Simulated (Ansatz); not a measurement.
**CH3AlO: one species, many methods**

The task here is to estimate one member of a computed series from the others.

Computed with Ansatz 0.2.0, Gaussian basis. Level: functionals in def2-TZVPP, the program's frozen cores in correlated methods.

The runs, in order: LDA (SPW92), PBE-D4, revPBE-D4, BLYP-D4, r2SCAN-D4, B97M-V, PBE0-D4, B3LYP-D4, r2SCANh-D4, r2SCAN0-D4, HSE06-D4, BHLYP-D4, CAM-B3LYP-D4, LC-ωPBE, ωB97X-V, ωB97M-V, B2PLYP, PBE-QIDH; CCSD(T)/def2-SVP; CCSD(T)/def2-TZVPP; MP2/def2-QZVPP; extrapolation to the limit; RPA on PBE.

1 further run of the same task is left out (it didn't finish).

## Structure used throughout

All runs share one geometry, relaxed beforehand with PBE0-D4 in a triple-zeta def2 set.

6 atoms, charge 0, spin multiplicity 1.

Atoms are counted from 1 here; the program's logs count them from 0.

Bond lengths: O1–C2 1.251 Å, O1–Al3 1.953 Å, C2–Al3 1.939 Å, C2–H4 1.104 Å, Al3–H5 1.578 Å, Al3–H6 1.578 Å. Angles: C2–O1–Al3 70.6°, O1–C2–Al3 71.9°, O1–C2–H4 116.8°, Al3–C2–H4 171.3°, O1–Al3–C2 37.5°, O1–Al3–H5 112.3°, O1–Al3–H6 112.4°, C2–Al3–H5 116.8°, C2–Al3–H6 116.8°, H5–Al3–H6 126.3°.

Coordinates:

```mol
CH3AlO
  3D, bonds by distance, orders not assigned

  6  6  0  0  0  0  0  0  0  0999 V2000
   -0.6295   -0.8707    0.6442 O   0  0
    0.1411   -1.0549   -0.3243 C   0  0
    0.0728    0.8483    0.0375 Al  0  0
    0.2860   -2.0985   -0.6537 H   0  0
   -0.9992    1.6860   -0.7618 H   0  0
    1.1709    1.4259    1.0121 H   0  0
  1  2  8  0
  1  3  8  0
  2  3  8  0
  2  4  8  0
  3  5  8  0
  3  6  8  0
M  END
```

The first run:

in.yaml

```yaml
crystal:
  periodic: [false, false, false]
  atoms:
    - {symbol: O, position_ang: [-0.629457, -0.870652, 0.644162]}
    - {symbol: C, position_ang: [0.141081, -1.054947, -0.324305]}
    - {symbol: Al, position_ang: [0.072758, 0.848331, 0.037457]}
    - {symbol: H, position_ang: [0.285960, -2.098526, -0.653676]}
    - {symbol: H, position_ang: [-0.999182, 1.685959, -0.761800]}
    - {symbol: H, position_ang: [1.170940, 1.425935, 1.012062]}
basis:
  gaussian: {orbitals: def2-TZVPP}
hamiltonian: {xc: lda}
output: {orbitals: {seedname: orbitals}}
```

The run is started by

```sh
ansatz run in.yaml --threads 2 --pin off --events-out ev --progress --plain --max-ram 4352MiB
```

Among the steps run: LDA; PBE-D4 (GGA); revPBE-D4 (GGA); BLYP-D4 (GGA); r2SCAN-D4 (meta-GGA); B97M-V (meta-GGA); B3LYP-D4 (hybrid); r2SCANh-D4 (hybrid); r2SCAN0-D4 (hybrid); HSE06-D4 (hybrid); BHLYP-D4 (hybrid); CAM-B3LYP-D4 (range-separated); LC-ωPBE (range-separated); ωB97X-V (range-separated); ωB97M-V (range-separated); B2PLYP (double hybrid); PBE-QIDH (double hybrid).

One of the session's tables, all rows but one given; the rest of the session is left out.

It belongs to the step «Orbital energies across the functionals». 

```
  functional  HOMO (eV)  LUMO (eV)  gap (eV)
 LDA (SPW92)          ?          ?         ?
      PBE-D4      -6.13      -3.34      2.80
   revPBE-D4      -6.08      -3.24      2.85
     BLYP-D4      -6.04      -3.18      2.86
   r2SCAN-D4      -6.38      -3.08      3.29
      B97M-V      -6.51      -2.97      3.54
     PBE0-D4      -7.49      -2.07      5.42
    B3LYP-D4      -7.29      -2.34      4.95
  r2SCANh-D4      -6.89      -2.62      4.27
  r2SCAN0-D4      -7.66      -1.93      5.73
    HSE06-D4      -7.08      -2.47      4.62
    BHLYP-D4      -8.82      -0.73      8.09
CAM-B3LYP-D4      -8.93      -0.79      8.15
     LC-ωPBE     -10.27       0.51     10.78
     ωB97X-V      -9.92       0.42     10.34
     ωB97M-V      -9.80       0.31     10.12
```

Q: Estimate the row for LDA (SPW92) from the others.

The run gave: HOMO (eV): -6.26; LUMO (eV): -3.61; gap (eV): 2.64. In the column «HOMO (eV)» it lies between r2SCAN-D4 (-6.38) and PBE-D4 (-6.13).
